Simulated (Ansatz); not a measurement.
**CH₂ (singlet): the correlation ladder at distance C1–H2 = 1.513 Å, cc-pVDZ**

Aim: climb from Hartree-Fock through coupled cluster and multireference methods for CH₂ (singlet) at one geometry and basis, and see what each rung misses.

The runs use Ansatz 0.2.0, Gaussian basis; cc-pVDZ, core rule «outside noble gas», up to 1 orbitals frozen.

To be run: UHF; CCSD(T) on RHF; CCSD(T) on UHF; BCCD(T) on RHF; CISD; CCSDT(Q) on RHF; CCSDT(Q) on UHF; CCSDTQ on RHF; CASSCF and MRCISD+Q, 2 electrons in 2 orbitals; CASSCF and NEVPT2, 2 electrons in 2 orbitals; CASSCF and MRCISD+Q, 6 electrons in 6 orbitals; CASSCF and MRCISD+Q(relaxed), 6 electrons in 6 orbitals; CASSCF and NEVPT2, 6 electrons in 6 orbitals; Full CI.

21 further runs of the same task are left out: 15 that didn't finish, 6 set aside as unsound or not needed.

### 1 What is computed

The geometry derives from a PBE0/def2-TZVP stationary point (not a proven minimum). One bond is set to the value named and the two fragments are kept rigid.

3 atoms, charge 0, spin multiplicity 1.

Atoms are counted from 1 here; the program's logs count them from 0.

Bond lengths: C1–H3 1.113 Å.

### 2 UHF

in.yaml

```yaml
crystal:
  periodic: [false, false, false]
  atoms:
    - {symbol: C, position_ang: [0.000000, -0.119252, 0.022301]}
    - {symbol: H, position_ang: [0.000000, 0.837080, -1.150132]}
    - {symbol: H, position_ang: [0.000000, 0.583942, 0.884394]}
basis:
  gaussian: {orbitals: cc-pVDZ}
magnetization: {spin_polarized: true, initial_magnetization: 0}
hamiltonian: {xc: hf}
output: {orbitals: {seedname: orbitals}}
```

Started as:

```console
$ ansatz run in.yaml --threads 1 --pin off --events-out ev --progress --plain --max-ram 2393MiB
```

The runs that follow: CCSD(T) on RHF; CCSD(T) on UHF; BCCD(T) on RHF; CISD; CCSDT(Q) on RHF; CCSDT(Q) on UHF; CCSDTQ on RHF; CASSCF and MRCISD+Q, 2 electrons in 2 orbitals; CASSCF and NEVPT2, 2 electrons in 2 orbitals; CASSCF and MRCISD+Q, 6 electrons in 6 orbitals; CASSCF and MRCISD+Q(relaxed), 6 electrons in 6 orbitals; CASSCF and NEVPT2, 6 electrons in 6 orbitals; Full CI.

Before running them: what should the planned runs give, taken together? Wanted: FCI below the RHF energy; RMP2 from FCI; UMP2 from FCI; RCCSD from FCI; RCCSD(T) from FCI; UCCSD(T) from FCI; RCCSDT(Q) from FCI; UCCSDT(Q) from FCI; NEVPT2 pair from FCI.

As calculated:

```
                         quantity                                                                                                          value
         FCI below the RHF energy                                                                                                     -4.1667 eV
                    RMP2 from FCI                                                                                                   +97.1 kJ/mol
                    UMP2 from FCI                                                                                                   +88.9 kJ/mol
                   RCCSD from FCI                                                                                                   +12.4 kJ/mol
                RCCSD(T) from FCI                                                                                                    +2.7 kJ/mol
                UCCSD(T) from FCI                                                                                                    +4.5 kJ/mol
               RCCSDT(Q) from FCI                                                                                                    +0.1 kJ/mol
               UCCSDT(Q) from FCI                                                                                                    +0.1 kJ/mol
             NEVPT2 pair from FCI                                                                                                   +78.6 kJ/mol
          NEVPT2 valence from FCI                                                                                                   +50.6 kJ/mol
        MRCISD+Q valence from FCI                                                                                                    +0.4 kJ/mol
levels within 1 kcal/mol (43 meV)  RCCSD(T), BCCD(T), RCCSDT, UCCSDT, RCCSDT(Q), UCCSDT(Q), RCCSDTQ, MRCISD+Q valence, MRCISD+Q(relaxed) valence
                    T1 diagnostic                                                                                                          0.014
   effectively unpaired electrons                                                                                                           0.12
```

What this shows: RCCSD(T) lands +2.7 kJ/mol from the yardstick (0.7 % of the correlation energy). MRCISD+Q(relaxed) valence falls below full CI: the +Q correction isn't variational, and the cores differ from full CI's. One determinant dominates. Of the multireference levels listed MRCISD+Q valence comes nearest in total energy (+0.4 kJ/mol), which doesn't show that its space is the better one. These misses are within one basis, not against nature.
